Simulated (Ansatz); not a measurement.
**One shape, several levels: singlet [SiPH4]−**

Wanted: a comparison of 6 runs (HF/STO-3G, r2SCAN/STO-3G, MP2/STO-3G, BCCD(T)/STO-3G, CCSD/STO-3G, FCI/STO-3G) of singlet [SiPH4]−. 

The calculation is run with Ansatz 0.2.0.

47 further runs of the same task are left out: 47 set aside as unsound or not needed.

## 1. The system as given

The species is [SiPH4]− (6 atoms), meant as a singlet with charge -1. As SMILES of the parent species, `[SiH2]P`. The coordinates come from a GFN2-xTB relaxation. This is one conformer, not always the lowest. That shape belongs to the parent species and isn't relaxed for this state.

Bond lengths: Si1–P2 2.220 Å, Si1–H3 1.467 Å, Si1–H4 1.466 Å, P2–H5 1.384 Å, P2–H6 1.384 Å. Angles: Si1–P2–H5 96.4°, Si1–P2–H6 96.4°, P2–Si1–H3 109.7°, P2–Si1–H4 109.7°, H5–P2–H6 92.6°, H3–Si1–H4 109.1°.

## 2. A single-point energy at HF/STO-3G (run 1)

molecule.yaml

```yaml
crystal:
  periodic: [false, false, false]
  atoms:
    - {symbol: Si, position_ang: [0.127020, -0.986120, -0.104660]}
    - {symbol: P, position_ang: [-0.338670, 1.170000, 0.142220]}
    - {symbol: H, position_ang: [-0.300620, -1.724700, 1.087920]}
    - {symbol: H, position_ang: [-0.579260, -1.514310, -1.276300]}
    - {symbol: H, position_ang: [0.434680, 1.617150, -0.915300]}
    - {symbol: H, position_ang: [0.656850, 1.437980, 1.066130]}
basis:
  gaussian: {orbitals: STO-3G}
total_charge: -1
hamiltonian: {xc: hf}
accuracy: high
```

The run is started by

```
ansatz run molecule.yaml --threads 1 --pin off --max-ram 2610MiB --events-out events.jsonl --progress --plain --runs-dir runs
```

What it wrote:

```text
Warning: RAYON_NUM_THREADS=1 ignored (pool sized by the plan → 1); use --threads N
Functional definition: HF
  name "HF"
  exchange = exact_x
  correlation = 0
391 factors; integrals over basis functions are off by at most 2.7e-9 eV
mean field evaluation 1: about -16995.5519 eV, gradient 8.5e0 eV
mean field evaluation 2: about -16995.5916 eV, gradient 8.4e0 eV
mean field evaluation 4: about -16996.0701 eV, gradient 5.7e-1 eV
mean field evaluation 8: about -16996.0733 eV, gradient 2.9e-7 eV
mean field -16996.07332007 eV, -624.5941741604 hartree, gradient 3.4e-8 eV, S^2 0.000000; 0 other end points of the search recorded, 0 dependent functions left out
reference -16996.07332007 eV, -624.5941741604 hartree; 17, 17 occupied and 5, 5 virtual orbitals, 391 factors
Total energy: -16996.07332007 eV, -624.5941741604 hartree
```

It took 0.12 s on 1 thread of AMD EPYC 9R14 (Zen 4), shared host.

## 3. A single-point energy at r2SCAN/STO-3G (run 2)

run.yaml

```yaml
basis:
  gaussian: {orbitals: STO-3G}
crystal:
  periodic: [false, false, false]
  atoms:
    - {symbol: Si, position_ang: [0.127020, -0.986120, -0.104660]}
    - {symbol: P, position_ang: [-0.338670, 1.170000, 0.142220]}
    - {symbol: H, position_ang: [-0.300620, -1.724700, 1.087920]}
    - {symbol: H, position_ang: [-0.579260, -1.514310, -1.276300]}
    - {symbol: H, position_ang: [0.434680, 1.617150, -0.915300]}
    - {symbol: H, position_ang: [0.656850, 1.437980, 1.066130]}
total_charge: -1
hamiltonian: {xc: r2scan}
accuracy: high
```

The run is started by

```
ansatz run run.yaml --threads 1 --pin off --max-ram 2610MiB --events-out events.jsonl --progress --plain --runs-dir runs
```

What it wrote:

```text
Warning: RAYON_NUM_THREADS=1 ignored (pool sized by the plan → 1); use --threads N
Functional definition: r2SCAN
  name "r2SCAN"
  parameter k0 = 0.174
  parameter k1 = 0.065
  parameter a1 = 4.9479
  exchange = r2scan_x(k0 = k0, k1 = k1, a1 = a1)
  correlation = r2scan_c
391 factors; integrals over basis functions are off by at most 2.7e-9 eV
mean field evaluation 1: about -17026.3762 eV, gradient 1.6e1 eV
mean field evaluation 2: about -17026.5851 eV, gradient 1.4e1 eV
mean field evaluation 4: about -17027.5290 eV, gradient 3.7e-1 eV
mean field evaluation 8: about -17027.4899 eV, gradient 5.3e-3 eV
mean field evaluation 16: about -17027.4899 eV, gradient 1.1e-7 eV
mean field -17027.48990024 eV, -625.7487121866 hartree, gradient 4.4e-9 eV, S^2 0.000000; 0 other end points of the search recorded, 0 dependent functions left out
reference -17027.48990067 eV, -625.7487122026 hartree; 17, 17 occupied and 5, 5 virtual orbitals, 391 factors
Total energy: -17027.48990067 eV, -625.7487122026 hartree
```

It took 1.9 s on 1 thread of AMD EPYC 9R14 (Zen 4), shared host; peak memory 0.16 GiB.

Runs 3 to 5 aren't shown in full; the table further down has their settings and results.

## 4. The energy at FCI/STO-3G (run 6)

molecule.yaml

```yaml
crystal:
  periodic: [false, false, false]
  atoms:
    - symbol: Si
      position_ang: [0.127020, -0.986120, -0.104660]
    - symbol: P
      position_ang: [-0.338670, 1.170000, 0.142220]
    - symbol: H
      position_ang: [-0.300620, -1.724700, 1.087920]
    - symbol: H
      position_ang: [-0.579260, -1.514310, -1.276300]
    - symbol: H
      position_ang: [0.434680, 1.617150, -0.915300]
    - symbol: H
      position_ang: [0.656850, 1.437980, 1.066130]
basis:
  gaussian:
    orbitals: STO-3G
total_charge: -1
magnetization:
  spin_polarized: false
  initial_magnetization: 0
correlation:
  method: fci
  frozen_orbitals: {H: 0, P: 5, Si: 5}
accuracy: high
```

The run is started by

```
ansatz run molecule.yaml --threads 1 --pin off --max-ram 2610MiB --events-out events.jsonl --progress --plain --runs-dir runs
```

What it wrote:

```text
Warning: RAYON_NUM_THREADS=1 ignored (pool sized by the plan → 1); use --threads N
[... 4 set-up lines as earlier in the session ...]
391 factors; integrals over basis functions are off by at most 2.7e-9 eV
mean field evaluation 1: about -16995.5519 eV, gradient 8.5e0 eV
mean field evaluation 2: about -16995.5916 eV, gradient 8.4e0 eV
mean field evaluation 4: about -16996.0701 eV, gradient 5.7e-1 eV
mean field evaluation 8: about -16996.0733 eV, gradient 2.9e-7 eV
mean field -16996.07332007 eV, -624.5941741604 hartree, gradient 3.4e-8 eV, S^2 0.000000; 0 other end points of the search recorded, 0 dependent functions left out
10 core orbitals not correlated: weight in the atoms' cores, before any rotation towards them, 1.000 or more for the frozen orbitals, at most 0.000 for the correlated occupied ones
reference -16996.07332007 eV, -624.5941741604 hartree; 7, 7 occupied and 5, 5 virtual orbitals, 391 factors
state -16998.58581035 eV, -624.6865064749 hartree
Total energy: -16998.58581035 eV, -624.6865064749 hartree
```

It took 1.6 s on 1 thread of AMD EPYC 9R14 (Zen 4), shared host; peak memory 0.13 GiB.

## 5. All runs side by side

```tsv
run	level	frozen core orbitals	energy (Eh)	wall time
1	HF/STO-3G	–	-624.594174	0.12 s
2	r2SCAN/STO-3G	–	-625.748712	1.9 s
3	MP2/STO-3G	10	-624.657213	0.14 s
4	BCCD(T)/STO-3G	10	-624.686346	0.2 s
5	CCSD/STO-3G	10	-624.685906	0.16 s
6	FCI/STO-3G	10	-624.686506	1.6 s
```

## 6. Outcome

```
                                           quantity          value
                                run 6: total energy  -624.68651 Eh
run 6: correlation energy (10 core orbitals frozen)      -92.3 mEh
```

**Reading.** Against full CI in this basis: HF +92.3 mEh; MP2 +29.3 mEh; BCCD(T) +0.2 mEh; CCSD +0.6 mEh. In runs 1, 2, 3, 4, 5, 6 the basis is minimal, so the values are rough. All runs together took 4 s, the longest 1.9 s.
